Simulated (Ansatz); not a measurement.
**How far each method lies from RCCSDTQ for AsH2, doublet**

Geometry: that of the AsH2⁻, singlet, kept fixed.

```xyz
3

As    0.0000   -0.0283    0.0000
H     0.0000    1.0529   -1.0973
H     0.0000    1.0529    1.0972
```

Basis aug-cc-pVDZ; Ansatz 0.2.0. Correlated methods freeze the noble-gas cores and the filled d shells of p-block atoms, which leaves 7 electrons in 40 orbitals. R marks a restricted (for open shells ROHF) determinant, U an unrestricted one. Active spaces: valence = (7e, 6o) chosen from the atoms' valence shells. No spin–orbit coupling is included, and no scalar relativity.

Full CI isn't at hand for all of this; RCCSDTQ serves as the reference, and is uncertain by about the last step of the cluster series. The frozen core follows each run's orbitals, which can shift R against U totals by a few meV for light atoms and by up to 0.1 eV past Ca.

For open shells CISD is restricted-active-space CI with the open shells as a complete middle space.

The UHF ⟨S²⟩ is 0.765, the T1 diagnostic (RCCSD) is 0.0184 and the largest doubles amplitude (RCCSD) is 0.046.

```tsv
level	E − E(RHF) (eV)
RMP2	-2.9540
RCCSD	-3.6272
RCCSD(T)	-3.7201
```

Question: Estimate how far RCCSDTQ in aug-cc-pVDZ lies from RCCSD(T). The table doesn't fix it; the size of (T) and the diagnostics are the guide.

Answer: RCCSDTQ in aug-cc-pVDZ lies 22 meV below RCCSD(T), which is 24 % of the (T) step (-93 meV). The diagnostics are small and one determinant leads, so the series closes fast and only a small part of (T) is left.

The other levels:

```json
{"level": "CISD", "E − E(RCCSDTQ) (meV)": "267", "share of correlation (%)": "92.88", "wall time": "1.2 s"}
{"level": "BCCD(T)", "E − E(RCCSDTQ) (meV)": "22", "share of correlation (%)": "99.40", "wall time": "2 s"}
{"level": "RCCSDT", "E − E(RCCSDTQ) (meV)": "4", "share of correlation (%)": "99.89", "wall time": "–"}
{"level": "RCCSDT(Q)", "E − E(RCCSDTQ) (meV)": "1", "share of correlation (%)": "99.99", "wall time": "19 s"}
{"level": "CASSCF (valence space)", "E − E(RCCSDTQ) (meV)": "2729", "share of correlation (%)": "27.09", "wall time": "–"}
{"level": "NEVPT2 (valence space)", "E − E(RCCSDTQ) (meV)": "694", "share of correlation (%)": "81.45", "wall time": "1.8 s"}
{"level": "NEVPT4(SD) (valence space)", "E − E(RCCSDTQ) (meV)": "75", "share of correlation (%)": "98.01", "wall time": "2.1 s"}
{"level": "MRCISD (valence space)", "E − E(RCCSDTQ) (meV)": "143", "share of correlation (%)": "96.19", "wall time": "–"}
{"level": "MRCISD+Q (valence space)", "E − E(RCCSDTQ) (meV)": "-4", "share of correlation (%)": "100.11", "wall time": "2 s"}
```

The correlation energy at RCCSDTQ, counted from RHF, is -3.742 eV. That run took 30 s on 2 threads of AMD EPYC 7R13 with a shared H100 80 GB, shared host.

Run but not shown, since their state or frozen core can't be matched to the reference's or they repeat it: UHF, UMP2, UCCSD, UCCSD(T), UCCSDT, UCCSDT(Q).

Times hold each run's SCF and search for its determinant on a shared host, so for small cases they say little of a method's own cost; they ran on 1 thread of AMD EPYC 7R13.

Natural occupations of CASSCF (valence space) about the gap: 1.995 1.972 1.965 1.000 0.038 0.030; effectively unpaired electrons, Σ n²(2−n)², 1.02.
